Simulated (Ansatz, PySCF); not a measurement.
System: singlet silylene, SiH₂ (charge 0, singlet). SMILES: [SiH2]
Coordinates optimised at B3LYP-D3(BJ)/def2-TZVP (Ansatz, a first-principles code):
```
Si
H 1 1.5232
H 1 1.5232 2 91.51
```
Unstable Hartree-Fock reference: [SiH2] (SiH2).

Quantity: enthalpy of formation at 298 K (from the atomisation energy, B3LYP-D3(BJ)/def2-TZVP harmonic zero-point and thermal terms from PySCF, and the atoms' enthalpies of formation in the G2/97 table, which holds older values for B and Si; no spin-orbit terms, and no core term in the frozen-core levels), in kJ/mol. Correlated levels leave the core frozen unless marked. UHF or UKS for open shells. Spin-orbit coupling is left out. No relativistic terms. The coupled-cluster limit lacks core correlation, which all-electron functionals hold. Basis-set limits of correlation are two-point, X^-3; Hartree-Fock from the larger set (for Q and 5 zeta extrapolated as (X+1)exp(-9√X)).

| level | program | enthalpy of formation at 298 K (kJ/mol) |
|---|---|---|
| HF/6-31G* | Ansatz | 457.1 |

Question: Estimate the value at CCSD(T)/CBS(cc-pV(Q+d)Z,cc-pV(5+d)Z) as computed with Ansatz.

Answer: 263.5 kJ/mol
